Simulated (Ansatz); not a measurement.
Seven cases of bond dissociation energy with Al to Br (electronic energies, kcal/mol); geometries: B3LYP-D3(BJ)/def2-TZVP. The cases were drawn at random from those of this class that have a high level and all functionals, leaving out states under which another spin lies or may lie. Left out are anions, K, Ca, elements past Kr, ionisation of Li, Na and Mg, pi-pi* triplets of linear molecules and other triplets made from a closed-shell parent. Runs that doubt their state, and full CI more than 15 mEh from coupled cluster, are set aside; a case stays where another high level and all functionals remain. AFQMC serves as high level only in triple zeta or larger, with a steady walk, a bar under 0.8 kcal/mol and agreement with other high levels or trials where they ran; where none ran, an unstable determinant or (outside 3d species) a high T1 diagnostic also bars it, so strongly correlated cases are thinned. No case was kept or dropped by the size of a functional's miss. High levels with a bar over 0.5 kcal/mol are left out too, and the seventh case lies inside the range of the six. Affinities count positive where energy is released, gaps as the second state minus the first. PBE0 is by Ansatz (a program for electronic structure) in def2-TZVPD. High levels (Ansatz): P = CCSD(T)/CBS(cc-pV(Q+d)Z,cc-pV(5+d)Z) + [CCSDT(Q) - CCSD(T)]/cc-pV(T+d)Z + core + X2C; Q = CCSD(T)/CBS(cc-pV(T+d)Z,cc-pV(Q+d)Z) + [CCSDT(Q) - CCSD(T)]/cc-pV(D+d)Z + core + X2C; R = CCSD(T)/CBS(cc-pVTZ,cc-pVQZ) + [CCSDT(Q) - CCSD(T)]/cc-pVDZ. Open shells are spin-unrestricted; no spin-orbit coupling. Correlated methods leave the cores frozen (noble-gas shells, and filled d and f shells in the p block). Rows without X2C or -DK are non-relativistic. CBS(X,Y): correlation extrapolated as X^-3, Hartree-Fock from the larger set (Q,5: extrapolated as (X+1)exp(-9√X)). A bracket is a step between two methods taken in the basis named. Functionals run without relativity, which enters their misses. '+ core + X2C': CCSD(T) terms for core correlation (cc-pwCVTZ, 1s frozen past Ne) and scalar relativity (cc-pVTZ-DK). Where a partner has so few electrons that a lower coupled-cluster level is exact, that level stands in.

```json
[
 {"case": "GeH2F2 (SMILES [GeH2]([F])[F]) → GeHF2 (SMILES [GeH]([F])[F], doublet) + H (doublet)", "PBE0": "85.5", "level": "R", "high level": "91.0"},
 {"case": "BSiH3F2 (difluoroboranylsilane, SMILES B(F)(F)[SiH3]) → BF2 (SMILES F[B]F, doublet) + SiH3 (SMILES [SiH3], doublet)", "PBE0": "86.1", "level": "Q", "high level": "91.0"},
 {"case": "H3BSO2 (borothioic acid, SMILES B(O)(S)O) → H2BSO (SMILES O[B]S, doublet) + HO (SMILES [OH], doublet)", "PBE0": "139.7", "level": "Q", "high level": "146.3"},
 {"case": "H3BSO (SMILES SBO) → H2BSO (SMILES O[B]S, doublet) + H (doublet)", "PBE0": "103.5", "level": "Q", "high level": "108.7"},
 {"case": "SiH2F2 (difluorosilane, SMILES F[SiH2]F) → SiH2F (SMILES [SiH2]F, doublet) + F (doublet)", "PBE0": "154.5", "level": "P", "high level": "163.7"},
 {"case": "BSiH5 (boranylsilane, SMILES [SiH3]B) → BH2 (SMILES [BH2], doublet) + SiH3 (SMILES [SiH3], doublet)", "PBE0": "86.3", "level": "P", "high level": "89.7"},
 {"case": "BNH2Cl2 (SMILES NB(Cl)Cl) → BNH2Cl (SMILES [B](N)Cl, doublet) + Cl (doublet)", "PBE0": "119.9", "level": "Q", "high level": "withheld"}
]
```

Problem. Fit a straight line from PBE0 to the high level over the first six rows by least squares, predict the seventh, and compare with the calculation.

Solution. Means: PBE0 109.27, high level 115.07. Sxx = 4634.51, Sxy = 4899.21, slope 1.0571, intercept -0.44 kcal/mol; residual standard deviation 1.0 kcal/mol. Seventh row: 1.0571·(119.9) -0.44 = 126.3 kcal/mol. The calculation gave 123.4 kcal/mol: the line differs from it by +2.9, PBE0 itself by -3.5.
